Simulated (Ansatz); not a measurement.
# C₂H₃O₂ radical: one species, many methods

How much do the methods differ for C₂H₃O₂ radical? The plan is to run it at one geometry with functionals of several rungs and with coupled cluster. The yardstick is the atomisation energy at the CCSD(T) limit.

The runs use Ansatz 0.2.0, Gaussian basis; functionals in def2-TZVPP, the program's frozen cores in correlated methods.

Plan: LDA (SPW92), PBE-D4, revPBE-D4, BLYP-D4, r2SCAN-D4, B97M-V, PBE0-D4, B3LYP-D4, r2SCANh-D4, r2SCAN0-D4, HSE06-D4, BHLYP-D4, CAM-B3LYP-D4, LC-ωPBE, ωB97X-V, ωB97M-V, B2PLYP, PBE-QIDH; CCSD(T)/def2-SVP; CCSD(T)/def2-TZVPP; MP2/def2-QZVPP; extrapolation to the limit; RPA on PBE.

### 1 The geometry

An earlier PBE0-D4 in a triple-zeta def2 set relaxation fixed the geometry.

SMILES `CO[C]=O`, 7 atoms, charge 0, spin multiplicity 2.

Atoms are counted from 1 here; the program's logs count them from 0.

Bond lengths: C1–O2 1.448 Å, C1–H5 1.090 Å, C1–H6 1.086 Å, C1–H7 1.090 Å, O2–C3 1.306 Å, C3–O4 1.183 Å. Angles: O2–C1–H5 109.7°, O2–C1–H6 105.6°, O2–C1–H7 109.7°, H5–C1–H6 110.9°, H5–C1–H7 109.9°, H6–C1–H7 110.9°, C1–O2–C3 115.6°, O2–C3–O4 131.1°.

### 2 LDA

This LDA is Slater exchange with PW92 correlation.

in.yaml

```yaml
crystal:
  periodic: [false, false, false]
  atoms:
    - {symbol: C, position_ang: [-0.137440, 0.706081, -0.167651]}
    - {symbol: O, position_ang: [-0.791532, -0.443965, 0.420597]}
    - {symbol: C, position_ang: [-0.071962, -1.531852, 0.481224]}
    - {symbol: O, position_ang: [1.037736, -1.750234, 0.135758]}
    - {symbol: H, position_ang: [0.148932, 0.480096, -1.194610]}
    - {symbol: H, position_ang: [-0.870370, 1.507400, -0.136920]}
    - {symbol: H, position_ang: [0.745936, 0.964372, 0.416003]}
basis:
  gaussian: {orbitals: def2-TZVPP}
magnetization: {spin_polarized: true, initial_magnetization: 1}
hamiltonian: {xc: lda}
output: {orbitals: {seedname: orbitals}}
```

The runs that follow: PBE-D4 (GGA); revPBE-D4 (GGA); BLYP-D4 (GGA); r2SCAN-D4 (meta-GGA); B97M-V (meta-GGA); PBE0-D4 (hybrid); B3LYP-D4 (hybrid); r2SCANh-D4 (hybrid); r2SCAN0-D4 (hybrid); HSE06-D4 (hybrid); BHLYP-D4 (hybrid); CAM-B3LYP-D4 (range-separated); LC-ωPBE-D4 (range-separated); ωB97X-V (range-separated); ωB97M-V (range-separated); B2PLYP (double hybrid); PBE-QIDH (double hybrid); CCSD(T) in def2-SVP; CCSD(T) in def2-TZVPP; MP2 in def2-QZVPP; RPA on PBE orbitals.

**Question.** What will the summary of the whole plan be? Wanted: atomisation energy, CCSD(T)/CBS; farthest beyond LDA; mean size of error, GGA; mean size of error, meta-GGA; mean size of error, hybrid; mean size of error, range-separated; mean size of error, double hybrid; gap, smallest and largest; T1 diagnostic.

The runs gave:

```
                               quantity                                      value
        atomisation energy, CCSD(T)/CBS                              2839.3 kJ/mol
 functionals within 14.2 kJ/mol (0.5 %)                 B97M-V, r2SCANh-D4, B2PLYP
                    farthest beyond LDA                     PBE-D4 (+141.9 kJ/mol)
                mean size of error, GGA                                80.2 kJ/mol
           mean size of error, meta-GGA                                25.6 kJ/mol
             mean size of error, hybrid                                44.3 kJ/mol
    mean size of error, range-separated                                20.7 kJ/mol
      mean size of error, double hybrid                                12.4 kJ/mol
              gap, smallest and largest  1.37 eV (LDA (SPW92)), 10.00 eV (LC-ωPBE)
                          T1 diagnostic                                     0.0200
triples share of the correlation energy                                      4.1 %
```

In words: The LDA atomisation energy is off by 547.0 kJ/mol (19 %): it overbinds. PBE-D4 is off by +141.9 kJ/mol. Double hybrids carry the basis error of their MP2 part in triple zeta, and no dispersion term here, so their miss is partly the set-up's. Taken by rung, double hybrid functionals do best (12.4 kJ/mol on average) and GGA ones worst beyond LDA (80.2 kJ/mol). The reference freezes the cores and leaves out relativity and excitations past (T), so misses under about 14.2 kJ/mol can't be ranked. Hartree-Fock recovers 68 % of the binding; the rest is correlation. CCSD(T) in def2-SVP is off by -132.6 kJ/mol, worse than the median functional, from the basis alone. The gap grows from 1.4 to 10.0 eV across the functionals, mostly with the share of exact exchange.
